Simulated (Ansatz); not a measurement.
# C₃H₄S: up Jacob's ladder to CCSD(T)

Aim: compute C₃H₄S with functionals from several rungs and with coupled cluster, and see how far each lands from CCSD(T) at the basis-set limit for the atomisation energy.

Program: Ansatz 0.2.0, Gaussian basis. Level of theory: functionals in def2-TZVPP, the program's frozen cores in correlated methods. These are calculated values, not measurements.

The runs, in order: LDA (SPW92), PBE-D4, revPBE-D4, BLYP-D4, r2SCAN-D4, B97M-V, PBE0-D4, B3LYP-D4, r2SCANh-D4, r2SCAN0-D4, HSE06-D4, BHLYP-D4, CAM-B3LYP-D4, LC-ωPBE, ωB97X-V, ωB97M-V, B2PLYP, PBE-QIDH; CCSD(T)/def2-SVP; CCSD(T)/def2-TZVPP; MP2/def2-QZVPP; extrapolation to the limit; RPA on PBE.

## (1) Structure used throughout

All runs share one geometry, relaxed beforehand with PBE0-D4 in a triple-zeta def2 set.

8 atoms, charge 0, spin multiplicity 1.

Atoms are counted from 1 here; the program's logs count them from 0.

Bond lengths: C1–C2 1.500 Å, C1–H5 1.094 Å, C1–H6 1.094 Å, C1–H7 1.090 Å, C2–C3 1.304 Å, C2–H8 1.088 Å, C3–S4 1.555 Å. Angles: C2–C1–H5 110.7°, C2–C1–H6 110.7°, C2–C1–H7 111.2°, H5–C1–H6 107.6°, H5–C1–H7 108.2°, H6–C1–H7 108.2°, C1–C2–C3 124.3°, C1–C2–H8 119.0°, C3–C2–H8 116.7°, C2–C3–S4 179.6°.

## (2) LDA

This LDA is Slater exchange with PW92 correlation.

The input, in.yaml:

```yaml
crystal:
  periodic: [false, false, false]
  atoms:
    - {symbol: C, position_ang: [-0.395798, 0.898880, -0.192984]}
    - {symbol: C, position_ang: [-0.222191, -0.527287, 0.237562]}
    - {symbol: C, position_ang: [0.892760, -1.196072, 0.134919]}
    - {symbol: S, position_ang: [2.227257, -1.983913, 0.007803]}
    - {symbol: H, position_ang: [-1.171801, 0.980113, -0.959140]}
    - {symbol: H, position_ang: [-0.697407, 1.524161, 0.651894]}
    - {symbol: H, position_ang: [0.530410, 1.301993, -0.601854]}
    - {symbol: H, position_ang: [-1.071130, -1.055174, 0.665999]}
basis:
  gaussian: {orbitals: def2-TZVPP}
hamiltonian: {xc: lda}
output: {orbitals: {seedname: orbitals}}
```

Launch:

```
> ansatz run in.yaml --threads 2 --pin off --events-out ev --progress --plain --max-ram 4352MiB
```

After this run come: PBE-D4 (GGA); revPBE-D4 (GGA); BLYP-D4 (GGA); r2SCAN-D4 (meta-GGA); B97M-V (meta-GGA); PBE0-D4 (hybrid); B3LYP-D4 (hybrid); r2SCANh-D4 (hybrid); r2SCAN0-D4 (hybrid); HSE06-D4 (hybrid); BHLYP-D4 (hybrid); CAM-B3LYP-D4 (range-separated); LC-ωPBE (range-separated); ωB97X-V (range-separated); ωB97M-V (range-separated); B2PLYP (double hybrid); PBE-QIDH (double hybrid); CCSD(T) in def2-SVP; CCSD(T) in def2-TZVPP; MP2 in def2-QZVPP; RPA on PBE orbitals.

Before running them: what should the planned runs give, taken together? Wanted: atomisation energy, CCSD(T)/CBS; farthest beyond LDA; mean size of error, GGA; mean size of error, meta-GGA; mean size of error, hybrid; mean size of error, range-separated; mean size of error, double hybrid; gap, smallest and largest; T1 diagnostic.

**Answer**, as computed:

```
                               quantity                                                         value
        atomisation energy, CCSD(T)/CBS                                                772.9 kcal/mol
functionals within 3.9 kcal/mol (0.5 %)  r2SCANh-D4, CAM-B3LYP-D4, LC-ωPBE, ωB97X-V, B2PLYP, PBE-QIDH
                    farthest beyond LDA                                       PBE-D4 (+31.6 kcal/mol)
                mean size of error, GGA                                                 17.0 kcal/mol
           mean size of error, meta-GGA                                                  9.9 kcal/mol
             mean size of error, hybrid                                                 10.5 kcal/mol
    mean size of error, range-separated                                                  3.2 kcal/mol
      mean size of error, double hybrid                                                  2.2 kcal/mol
              gap, smallest and largest                      2.18 eV (LDA (SPW92)), 9.02 eV (LC-ωPBE)
                          T1 diagnostic                                                        0.0159
triples share of the correlation energy                                                         5.0 %
```

What this shows: LDA overbinds by 125.5 kcal/mol (16 %). PBE-D4 is off by +31.6 kcal/mol. Double hybrids carry the basis error of their MP2 part in triple zeta, and no dispersion term here, so their miss is partly the set-up's. The rungs double hybrid, range-separated miss on average by less than the doubt on the reference (3.9 kcal/mol), so they tie; GGA functionals have the largest mean beyond LDA (17.0 kcal/mol). Misses under about 3.9 kcal/mol are within the doubt on the reference itself, which lacks core-valence correlation, relativity and higher excitations. Hartree-Fock recovers 72 % of the binding; the rest is correlation. CCSD(T) in def2-SVP is off by -34.1 kcal/mol, so the small basis spoils what the method gains. The gap grows from 2.2 to 9.0 eV across the functionals, mostly with the share of exact exchange.
